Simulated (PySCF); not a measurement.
Molecule: `C(#N)O`, CHNO.

Structure with atom numbers: `[N:1]#[C:2][OH:3]`. Each H is labelled by its parent atom.

Spin–spin couplings on one PBE0-D3(BJ)/def2-SVP geometry, PySCF 2.14, gas phase, non-relativistic, equivalent pairs averaged; isotopes ¹⁷O, ¹H, ¹³C, ¹⁵N; functional B3LYP.

Question: How do the couplings (Hz) change with the basis set? Times are CPU seconds on shared hosts with different chips, so compare them loosely. Far from the basis limit: 6-31G-J, pcJ-0, 6-31G*, def2-TZVP, cc-pVTZ.

Answer: 
| basis set | functions | ¹J(O3,H(O3)) | ¹J(C2,O3) | ¹J(N1,C2) | ²J(N1,O3) | ²J(C2,H(O3)) | core-s |
| --- | --- | --- | --- | --- | --- | --- | --- |
| 6-31G-J | 40 | -73.7 | 44.2 | 4.4 | -7.5 | -5.6 | 1.8 |
| pcJ-0 | 42 | -51.3 | 52.2 | 23.1 | -5.1 | -2.0 | 1.7 |
| 6-31G* | 44 | -81.6 | 6.2 | -12.9 | -3.0 | -6.1 | 1.2 |
| pcJ-1 | 91 | -85.8 | 25.9 | -11.5 | -6.0 | -6.0 | 2.1 |
| def2-TZVP | 99 | -76.9 | 31.2 | -7.1 | -7.0 | -6.0 | 2.6 |
| cc-pVTZ | 104 | -64.9 | 26.5 | -47.5 | -6.4 | -3.5 | 2.9 |
| aug-cc-pVTZ-J | 158 | -89.2 | 28.3 | -9.6 | -6.4 | -6.0 | 7 |
| pcJ-2 | 177 | -88.5 | 28.3 | -10.0 | -6.2 | -5.8 | 7.2 |

The Fermi-contact term samples the wavefunction at the nucleus, which is why sets with added tight s functions (names with J) are made for couplings.
